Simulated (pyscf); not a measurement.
**Routes from H₃C–GaH₂ + HF**

Candidate steps break at most two bonds and form at most two. Each was searched with GFN2-xTB (tblite) first. PySCF, gas phase, ωB97X-D3(BJ)/def2-SVP geometries. Energies: ωB97M-D3(BJ)/def2-TZVP, kcal/mol, from the separated reactants, singlet surface; ΔG‡ with ideal gas, 1 atm, RRHO with modes under 100 cm⁻¹ raised to 100, one conformer, R ln 2 for chiral ones without a mode under 150 cm⁻¹.

| products | type | ΔE‡ | ΔE | ΔG‡ 298 K | ΔG‡ 900 K | ν‡ (cm⁻¹) |
|---|---|---|---|---|---|---|
| H₃C–GaH–F + H₂ | four-centre exchange | 1.9 | -22.0 | 11.3 | 32.4 | 1011i |
| CH₄ + F–GaH₂ | four-centre exchange | 4.4 | -29.6 | 13.7 | 35.2 | 1065i |

Row 1: On the reactant side the descent ends in an adduct with a F–Ga contact, 7.1 kcal/mol under the separated species and 8.0 kcal/mol under the saddle at ωB97X-D3(BJ)/def2-TZVP. Row 2: On the reactant side the descent ends in an adduct with a F–Ga contact, 6.7 kcal/mol under the separated species and 10.6 kcal/mol under the saddle at ωB97X-D3(BJ)/def2-TZVP. 

Plain bond fissions and candidates not yet searched are not listed, and one of them may be faster. Each barrier is that of the saddle found; lower ones may exist. Elements up to Kr have no core potential and no relativistic terms here.
